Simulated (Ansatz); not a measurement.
**Mg2+ (quartet): wave-function methods side by side, def2-TZVPP**

An exercise on one series of results from a longer session: the logs are not shown, and one member is left open.

Method: def2-TZVPP, core rule «outside noble gas», up to 10 orbitals frozen; program: Ansatz 0.2.0, Gaussian basis.

To be run: UHF; ROHF; CCSD(T) on UHF.

2 further runs of the same task are left out: 2 set aside as unsound or not needed.

## The system

The geometry is a PBE0/def2-TZVP stationary point (not a proven minimum) of the parent state, kept for this charge and spin.

2 atoms, charge 1, spin multiplicity 4.

Atoms are counted from 1 here; the program's logs count them from 0.

Bond lengths: Mg1–Mg2 2.766 Å.

Set-up of the first run:

The input, in.yaml:

```yaml
crystal:
  periodic: [false, false, false]
  atoms:
    - {symbol: Mg, position_ang: [0.000000, 0.000000, 0.000000]}
    - {symbol: Mg, position_ang: [0.000000, 0.000000, 2.765800]}
basis:
  gaussian: {orbitals: def2-TZVPP}
total_charge: 1
magnetization: {spin_polarized: true, initial_magnetization: 3}
hamiltonian: {xc: hf}
output: {orbitals: {seedname: orbitals}}
```

Started as:

```console
$ ansatz run in.yaml --threads 1 --pin off --events-out ev --progress --plain --max-ram 4096MiB --backend cpu
```

Steps of the session up to this table: UHF; ROHF; CCSD(T) on UHF.

One table of the session follows, with a row left open; its other results are not shown here.

| method | from UCCSD(T) (meV) |
| --- | --- |
| ROHF | +362.1 |
| UHF | +358.3 |
| UMP2 | ? |
| UCCSD | +4.6 |
| UCCSD(T) | 0 |

**Question.** Estimate the row for UMP2.

As computed: from UCCSD(T) (meV): +160.8. In the column «from UCCSD(T) (meV)» it lies between UCCSD (+4.6) and UHF (+358.3).

To keep in mind: Warnings: coupled cluster took another determinant than the lowest.
